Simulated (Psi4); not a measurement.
# C2H4Si (ethynylsilane): DSD-PBEP86/6-311+G(d,p) (density fitting for correlation)

What is the vertical singlet–triplet gap of C2H4Si (ethynylsilane) at DSD-PBEP86/6-311+G** (density fitting for correlation)? 

The results are computed with Psi4 1.11.

2 further runs of the same task are left out: 1 that didn't finish, 1 set aside as unsound or not needed.

## (1) The molecule

C2H4Si: 7 atoms, total charge 0, spin state singlet. SMILES: `C#C[SiH3]`. Geometry: relaxed at PBE0-D4/def2-TZVP.

Bond lengths: C1–C2 1.206 Å, C2–Si3 1.823 Å, C1–H4 1.066 Å, Si3–H5 1.483 Å, Si3–H6 1.483 Å, Si3–H7 1.483 Å. Angles: C1–C2–Si3 180.0°, C2–C1–H4 180.0°, C2–Si3–H5 109.3°, C2–Si3–H6 109.3°, C2–Si3–H7 109.3°, H5–Si3–H6 109.6°, H5–Si3–H7 109.6°, H6–Si3–H7 109.6°.

## (2) The energy at DSD-PBEP86/6-311+G(d,p) (density fitting for correlation)

calc.inp

```
memory 1600 MB

molecule {
  C     -0.580700    -1.871400     0.172200
  C     -0.218500    -0.726500     0.062400
  Si     0.329800     1.004300    -0.103800
  H     -0.901000    -2.883500     0.269300
  H     -0.094500     1.528300    -1.425000
  H     -0.281700     1.818100     0.974900
  H      1.807900     1.062900     0.004400
  symmetry c1
  no_reorient
  no_com
}

set basis 6-311+G**
set puream true
set e_convergence 1e-09
set d_convergence 1e-08
set scf_type pk
set dft_radial_points 99
set dft_spherical_points 590
set num_frozen_docc 7

e, wfn = energy('dsd-pbep86', return_wfn=True)
```

Command:

```sh
$ psi4 -n 1 calc.inp calc.out
```

calc.out (excerpt; [...] marks lines left out):

```text
[...]
  Running in c1 symmetry.
[...]
  Nuclear repulsion =   83.047890735857266
[...]
  Multiplicity = 1
[...]
  Nalpha       = 15
  Nbeta        = 15
[...]
    Number of basis functions: 98
[...]
   @RKS iter   1:  -367.29427048046580   -8.23659e-01   4.56892e-03 ADIIS/DIIS
[...]
   @RKS iter  10:  -367.39978489249484   -7.10543e-12   3.68640e-09 DIIS
[...]
    Orbital Energies [Eh]
    ---------------------
    Doubly Occupied:
       1A    -67.855214     2A    -10.874206     3A    -10.855186
       4A     -5.846346     5A     -4.038105     6A     -4.037250
       7A     -4.037250     8A     -0.942478     9A     -0.721235
      10A     -0.656378    11A     -0.510551    12A     -0.457781
      13A     -0.457762    14A     -0.371915    15A     -0.371912
[...]
  @RKS Final Energy:  -367.39978489249484
   => Energetics <=
    Nuclear Repulsion Energy =             83.0478907358572656
    One-Electron Energy =                -670.1140985513865189
    Two-Electron Energy =                 229.0939615297125442
    DFT Exchange-Correlation Energy =      -9.4275386066781746
    Empirical Dispersion Energy =           0.0000000000000000
    VV10 Nonlocal Energy =                  0.0000000000000000
    Total Energy =                       -367.3997848924948357
[...]
 Multipole Moments:
 ------------------------------------------------------------------------------------
     Multipole            Electronic (a.u.)      Nuclear  (a.u.)        Total (a.u.)
 ------------------------------------------------------------------------------------
 L = 1.  Multiply by 2.5417464519 to convert [e a0] to [Debye]
 Dipole X            :         -0.7113359            0.6665064           -0.0448295
 Dipole Y            :         -0.1396761           -0.0026456           -0.1423217
 Dipole Z            :          0.4332312           -0.4195192            0.0137120
 Magnitude           :                                                    0.1498439
[...]
```

Run time: 26 s. Hardware: 1 thread of Intel Xeon Platinum 8259CL at 2.50GHz (Skylake/Cascade Lake), shared host; peak memory 0.85 GiB.

## (3) The triplet, same level

c2h4si.dat

```
memory 1600 MB

molecule {
  0 3
  C     -0.580700    -1.871400     0.172200
  C     -0.218500    -0.726500     0.062400
  Si     0.329800     1.004300    -0.103800
  H     -0.901000    -2.883500     0.269300
  H     -0.094500     1.528300    -1.425000
  H     -0.281700     1.818100     0.974900
  H      1.807900     1.062900     0.004400
  symmetry c1
}

set {
  basis 6-311+G**
  reference uks
  puream true
  e_convergence 1e-09
  d_convergence 1e-08
  scf_type pk
  dft_radial_points 99
  dft_spherical_points 590
  num_frozen_docc 7
  maxiter 100
}

e, wfn = energy("dsd-pbep86", return_wfn=True)
```

Command:

```sh
$ psi4 c2h4si.dat c2h4si.out -n 1
```

c2h4si.out (excerpt; [...] marks lines left out):

```text
[...]
  Running in c1 symmetry.
[...]
  Nuclear repulsion =   83.047890735857266
[...]
  Multiplicity = 3
[...]
  Nalpha       = 16
  Nbeta        = 14
[...]
    Number of basis functions: 98
[...]
   @UKS iter   1:  -366.87309699094214   -4.02490e-01   6.41090e-03 DIIS/ADIIS
[...]
   @UKS iter  19:  -367.22405625588937   -1.56319e-11   6.53792e-09 DIIS
[...]
   @S^2 Observed:                2.012072023E+00
[...]
    Orbital Energies [Eh]
    ---------------------
    Alpha Occupied:
       1A    -67.849063     2A    -10.893105     3A    -10.883375
       4A     -5.838867     5A     -4.030405     6A     -4.030191
       7A     -4.029919     8A     -1.015860     9A     -0.741111
      10A     -0.668697    11A     -0.525977    12A     -0.521745
      13A     -0.460262    14A     -0.441005    15A     -0.403507
      16A     -0.188261
    Alpha Virtual:
      17A      0.033527    18A      0.052691    19A      0.056188
      20A      0.062449    21A      0.066308    22A      0.069564
      23A      0.109285    24A      0.117876    25A      0.133371
[...]
  @UKS Final Energy:  -367.22405625588937
   => Energetics <=
    Nuclear Repulsion Energy =             83.0478907358572656
    One-Electron Energy =                -669.7298501861351951
    Two-Electron Energy =                 228.8960962786963762
    DFT Exchange-Correlation Energy =      -9.4381930843079243
    Empirical Dispersion Energy =           0.0000000000000000
    VV10 Nonlocal Energy =                  0.0000000000000000
    Total Energy =                       -367.2240562558893657
[...]
 Multipole Moments:
 ------------------------------------------------------------------------------------
     Multipole            Electronic (a.u.)      Nuclear  (a.u.)        Total (a.u.)
 ------------------------------------------------------------------------------------
 L = 1.  Multiply by 2.5417464519 to convert [e a0] to [Debye]
 Dipole X            :         -0.5901392            0.4931733           -0.0969658
 Dipole Y            :         -1.8318613            1.5559807           -0.2758806
 Dipole Z            :          0.1886894           -0.1496803            0.0390091
 Magnitude           :                                                    0.2950156
[...]
```

Run time: 65 s. Hardware: 1 thread of Intel Xeon Platinum 8259CL at 2.50GHz (Skylake/Cascade Lake), shared host; peak memory 0.84 GiB.

## (4) Outcome

At DSD-PBEP86/6-311+G** (density fitting for correlation), 7 core orbitals frozen:

| quantity | value |
| --- | --- |
| singlet: total energy | -367.60061 Eh |
| singlet: HOMO energy (SCF part's orbitals) | -10.12 eV |
| singlet: LUMO energy (SCF part's orbitals) | 0.97 eV |
| singlet: HOMO–LUMO gap (SCF part's orbitals) | 11.09 eV |
| triplet: total energy | -367.39506 Eh |
| triplet: HOMO energy (SCF part's orbitals) (highest over α and β) | -5.12 eV |
| triplet: LUMO energy (SCF part's orbitals) (lowest over α and β) | -1.97 eV |
| triplet: ⟨S²⟩ | 2.012 |
| vertical energy of the triplet above the singlet | 5.593 eV |

In words: At this shape the triplet lies 5.59 eV (540 kJ/mol) above the singlet.
